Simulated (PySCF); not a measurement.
Species: C₂H₄ClF.
SMILES with atom numbers: `[F:1][CH2:2][CH2:3][Cl:4]` (hydrogens: H5, H6 on C2; H7, H8 on C3)

The same species was optimised twice, with GFN2-xTB and with PBE0-D3(BJ)/def2-SVP (PySCF), and the same property calculations (PySCF, gas phase) were run on both structures.

| coordinate | GFN2-xTB | PBE0-D3(BJ)/def2-SVP | change |
| --- | --- | --- | --- |
| C2–C3 (Å) | 1.521 | 1.512 | -0.009 |
| C3–H8 (Å) | 1.090 | 1.099 | +0.009 |
| C3–H7 (Å) | 1.090 | 1.099 | +0.009 |
| C2–H6 (Å) | 1.095 | 1.103 | +0.008 |
| C2–H5 (Å) | 1.095 | 1.103 | +0.008 |
| F1–C2 (Å) | 1.372 | 1.370 | -0.002 |
| C3–Cl4 (Å) | 1.777 | 1.779 | +0.002 |
| F1–C2–H6 (°) | 107.2 | 109.5 | +2.3 |
| F1–C2–H5 (°) | 107.2 | 109.4 | +2.2 |
| H5–C2–H6 (°) | 110.2 | 108.5 | -1.7 |
| C3–C2–H6 (°) | 111.5 | 110.3 | -1.2 |
| H7–C3–H8 (°) | 109.9 | 108.8 | -1.1 |
| C3–C2–H5 (°) | 111.5 | 110.4 | -1.1 |
| C2–C3–Cl4 (°) | 109.2 | 109.7 | +0.5 |
| Cl4–C3–H8 (°) | 108.0 | 108.5 | +0.5 |
| F1–C2–C3–Cl4 (°) | 180 | -179 | +1 |

Rotational constants: A = 30159, B = 2404, C = 2292 MHz (GFN2-xTB) against A = 30260, B = 2408, C = 2296 MHz (PBE0-D3(BJ)/def2-SVP). Point groups within 0.08 Å: Cs and Cs. Atoms that the bonding makes alike are paired by their places after alignment.

On the GFN2-xTB structure: HOMO (eV) -8.81 [PBE0/pcSseg-1]; LUMO (eV) 0.59 [PBE0/pcSseg-1]; dipole (D) 0.15 [PBE0/pcSseg-1]; GIAO shielding of F1 (ppm) 411.0 [PBE0/pcSseg-1]; GIAO shielding of C2 (ppm) 101.6 [PBE0/pcSseg-1]; GIAO shielding of C3 (ppm) 141.0 [PBE0/pcSseg-1]; GIAO shielding of Cl4 (ppm) 914.4 [PBE0/pcSseg-1].

Problem. What do these properties become on the PBE0-D3(BJ)/def2-SVP structure?

Solution. 
```tsv
property	level	on GFN2-xTB	on PBE0-D3(BJ)/def2-SVP	change
HOMO (eV)	PBE0/pcSseg-1	-8.81	-8.80	+0.01
LUMO (eV)	PBE0/pcSseg-1	0.59	0.58	-0.01
dipole (D)	PBE0/pcSseg-1	0.15	0.16	+0.01
energy, GFN2-xTB geometry as zero (kcal/mol)	PBE0/pcSseg-1	0.0	-0.1	-0.1
GIAO shielding of F1 (ppm)	PBE0/pcSseg-1	411.0	409.8	-1.2
GIAO shielding of C2 (ppm)	PBE0/pcSseg-1	101.6	101.7	+0.1
GIAO shielding of C3 (ppm)	PBE0/pcSseg-1	141.0	139.7	-1.3
GIAO shielding of Cl4 (ppm)	PBE0/pcSseg-1	914.4	910.9	-3.5
```

The heavy atoms differ by 0.010 Å rms after alignment. Among all bonds C2–C3, C2–H5, C2–H6, C3–H7 and C3–H8 change most and about equally (-0.009 to +0.009 Å). Changes are differences of the printed values. Neither structure is proved a minimum here.

The values belong to the conformer `[F:1][CH2:2][CH2:3][Cl:4]`: F1–C2–C3–Cl4 -179°.
